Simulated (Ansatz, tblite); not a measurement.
Spin states of the cluster Li₃ (the lowest doublet isomer of a short search), each relaxed with PBE/def2-TZVP in Ansatz. Electronic energies in the gas phase.

The xTB rows come from tblite. HSE06 is defined as in plane-wave codes, on full-range PBE exchange. Correlated methods freeze no core orbitals; core or outer-core shells of Li are correlated, in sets that lack core-valence functions. In CCSD on the charge 0 doublet the largest single amplitude is 0.19, so its Hartree–Fock determinant may place the open shell otherwise than the density functionals do. The structure comes from a short search, and lower isomers may exist.

Doublet geometry (C2v within 0.1 Å):

Cartesian coordinates in Å:
```
Li -0.043 -1.342 0.672
Li -0.252 1.421 1.132
Li 0.295 -0.079 -1.805
```

Quartet geometry (D3h within 0.1 Å):

```xyz
3

Li    0.492    1.397    1.176
Li   -1.754   -0.703    0.048
Li    1.263   -0.694   -1.224
```

⟨S²⟩: doublet 0.81 at PBE0/def2-TZVP (pure 0.75), quartet 3.75 at PBE0/def2-TZVP (pure 3.75).

Run but left out: HF/def2-TZVP, HF/def2-TZVPP, MP2/def2-TZVP, MP2/def2-TZVPP (doublet: ⟨S²⟩ 1.13 to 1.19, where a pure state has 0.75).

Only these spin states were relaxed. The quartet has other bonds than the doublet, so the gap mixes isomer and spin.

(1) Estimate which spin state lies lowest at each of these levels, and by how much: GFN2-xTB; PBE/def2-TZVP; r2SCANh/def2-TZVP; PBE0/def2-TZVP; HSE06/def2-TZVP; RPA@PBE/def2-TZVP; CCSD/def2-TZVPP; CCSD(T)/def2-TZVPP.

Answers

(1) 
| level | quartet − doublet (kcal/mol) | lowest of these | remarks |
| --- | --- | --- | --- |
| GFN2-xTB | 56.0 | doublet | – |
| PBE/def2-TZVP | 25.3 | doublet | – |
| r2SCANh/def2-TZVP | 22.6 | doublet | spin-contaminated (⟨S²⟩ 0.86) (doublet) |
| PBE0/def2-TZVP | 25.5 | doublet | – |
| HSE06/def2-TZVP | 25.2 | doublet | – |
| RPA@PBE/def2-TZVP | 21.6 | doublet | – |
| CCSD/def2-TZVPP | 25.4 | doublet | large T1 (0.081) (doublet), spin-contaminated (⟨S²⟩ 1.19) (doublet) |
| CCSD(T)/def2-TZVPP | 26.0 | doublet | large T1 (0.081) (doublet), spin-contaminated (⟨S²⟩ 1.19) (doublet) |

Change of the quartet − doublet gap on mixing in exact exchange, in kcal/mol: PBE to PBE0 (25 % exact exchange) 0.2. The xTB methods have no term that favours high spin, so they put low spin too low.
